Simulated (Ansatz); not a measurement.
A nudged elastic band was laid between two geometries of CH7Si2 (10 atoms, charge -1, multiplicity 1).

Method: RKS B3LYP-D4/cc-pVDZ in Ansatz.

| Item | Value |
| --- | --- |
| movable images | 5 |
| climbing image | yes |
| spring | 5.0 eV/Å² |
| optimiser | quadratic models (default) |
| start path | through a guess of the saddle point |
| force threshold | 0.05 eV/Å |
| iteration limit | 60 |
| end points | relaxed |

Initial state:

```xyz
10
Properties=species:S:1:pos:R:3
Si -1.124 0.861 -0.737
C -0.070 -0.574 -0.478
Si 1.121 -0.741 0.860
H -2.538 0.547 -1.237
H -0.741 1.960 -1.749
H -1.331 1.656 0.537
H 0.040 -1.267 -1.327
H 1.243 -2.150 1.448
H 0.783 0.145 2.042
H 2.617 -0.436 0.640
```

Final state:

```xyz
10
Properties=species:S:1:pos:R:3
Si -0.983 0.919 -0.857
C -0.356 -0.634 -0.197
Si 1.045 -0.774 0.923
H -2.505 0.992 -1.010
H -0.568 1.419 -2.256
H -0.624 2.100 0.024
H -0.669 -1.555 -0.715
H 2.458 -1.104 0.398
H 0.916 -1.866 1.989
H 1.285 0.504 1.702
```

(1) Which bonds break or form, and what moves?

(2) Give the energies along the band, and the barrier.

(3) What is the geometry of the highest image?

(4) What are the harmonic wavenumbers there?

The band took 23 iterations and about 6 core-minutes.

Results:

(1) No bond is made or broken. The dihedral Si1–C2–Si3–H10 goes from -98 to 24°. The two ends are copies of one structure, up to a mirror image or an exchange of like atoms.

(2) The run converged. The highest image is number 3 of 0 to 6, 5.2 kJ/mol above the ends, which have the same energy within 2 meV. A vibrational analysis at the climbing image gives one clearly imaginary mode, 163i cm⁻¹: a first-order saddle point. Limits of this set-up: an anion without diffuse functions, the dipole of an ion depends on the origin.

| image | path coordinate (Å) | energy (kJ/mol) | dihedral Si1–C2–Si3–H10 (°) |
| --- | --- | --- | --- |
| 0 | 0.00 | 0.0 | -98 |
| 1 | 0.60 | 1.1 | -81 |
| 2 | 1.21 | 3.7 | -68 |
| 3 | 1.81 | 5.2 | -60 |
| 4 | 2.81 | 1.9 | -42 |
| 5 | 3.80 | 0.1 | -11 |
| 6 | 4.79 | 0.0 | 24 |

(3) 
```xyz
10
Properties=species:S:1:pos:R:3:forces:R:3
Si -1.076 0.895 -0.815 0.00 0.00 0.00
C -0.069 -0.548 -0.456 0.01 0.01 0.01
Si 1.076 -0.740 0.919 0.00 0.00 0.00
H -2.604 0.732 -0.854 0.00 0.00 0.00
H -0.873 1.619 -2.156 0.00 0.00 0.00
H -0.868 1.996 0.210 0.00 0.00 0.00
H -0.139 -1.414 -1.129 0.00 0.00 0.00
H 1.756 -2.101 0.881 0.00 0.00 0.00
H 0.539 -0.668 2.354 0.00 0.00 0.00
H 2.258 0.229 1.045 0.00 0.00 0.00
```

(4) 163i, 74, 170, 235, 579, 610, 653, 690, 803, 911, 915, 920, 946, 965, 1007, 1041, 1103, 1916, 1931, 1976, 1998, 2054, 2078, 3106 cm⁻¹.

Run time: 5.6 min on 1 thread of Arm Neoverse V1, with other jobs on the host, peak memory 0.26 GiB.
